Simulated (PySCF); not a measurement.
# Orbital energies and ionisation energy

Cyclopropane, C₃H₆.
Z-matrix (Å and degrees, PBE0-D3(BJ)/def2-TZVP geometry), rows numbered from 1:
```
C 
C   1  1.4969
C   1  1.4971  2   60.01
H   1  1.0827  2  118.05  3  -107.87
H   1  1.0827  2  118.02  3   107.84
H   2  1.0827  1  118.06  3   107.94
H   2  1.0828  1  117.95  3  -107.86
H   3  1.0827  1  118.00  2  -107.89
H   3  1.0827  1  118.04  2   107.86
```

Level: wB97X-D/aug-cc-pVTZ (PySCF). Frontier orbitals with their largest atomic shares (Löwdin; up to four atoms above 4 %):

```json
{"orbital": "HOMO−3", "ε (eV)": "-12.08", "main atoms": "C1 37 %, C3 16 %, H4 12 %, H5 12 %"}
{"orbital": "HOMO−2", "ε (eV)": "-12.08", "main atoms": "C2 32 %, C3 26 %, H7 10 %, H6 10 %"}
{"orbital": "HOMO−1", "ε (eV)": "-10.28", "main atoms": "?"}
{"orbital": "HOMO", "ε (eV)": "-10.28", "main atoms": "?"}
{"orbital": "LUMO", "ε (eV)": "0.96", "main atoms": "H5 16 %, H9 16 %, H4 16 %, H7 16 %"}
{"orbital": "LUMO+1", "ε (eV)": "1.16", "main atoms": "H4 11 %, H9 11 %, H6 11 %, H7 11 %"}
{"orbital": "LUMO+2", "ε (eV)": "1.21", "main atoms": "H6 20 %, H7 20 %, H4 18 %, H5 18 %"}
```

Q: What vertical ionisation energy does ΔSCF give, and how far is −ε(HOMO) from it?

A: ΔSCF: 10.81 eV (1043 kJ/mol; threshold wavelength 115 nm); ⟨S²⟩ of the doublet left behind is 0.753, against 0.75 for a pure doublet. −ε(HOMO) is 10.28 eV, 0.53 eV below it. In exact Kohn–Sham theory the two would be equal; wB97X-D (range-separated hybrid) falls short of its own ΔSCF value by 5 %. Holes in the HOMO−1 and HOMO−2 were tried too where these lie within 1.2 eV of the HOMO; the lowest converged state counts.

Q: On which atoms does the HOMO lie?

A: HOMO: C3 34 %, C2 23 %, C1 20 %, H8 5 %; HOMO−1: C1 31 %, C2 28 %, C3 17 %, H4 4 %. These 2 orbitals lie within 0.02 eV of one another. The HOMO−2 lies 1.80 eV lower.

Q: What total energies stand behind the ΔSCF value?

A: E(N) = -117.89821 Eh and E(N − 1) = -117.50107 Eh at the same geometry, 0.39714 Eh apart.

Q: What kinetic energy would electrons from this vertical process carry with Lyman-α light (10.199 eV)?

A: The photon is 0.61 eV short of the vertical value.

Q: How many of the 10 lowest singlet excitations (vertical TDDFT, same level) lie below the ionisation energy?

A: All 10; they run from 7.70 to 9.21 eV.

Q: With α = 36.1 au, estimate the like-pair dispersion coefficient by London's formula C6 = (3/4)α²I.

A: I = 0.3971 Eh, so C6 ≈ 389 au, a rough estimate.

Geometry: PBE0-D3(BJ)/def2-TZVP; no solvent, vibrations or thermal averaging.

wB97X-D is run here without its empirical dispersion term; that term would change no orbital, density or response property at a fixed geometry.
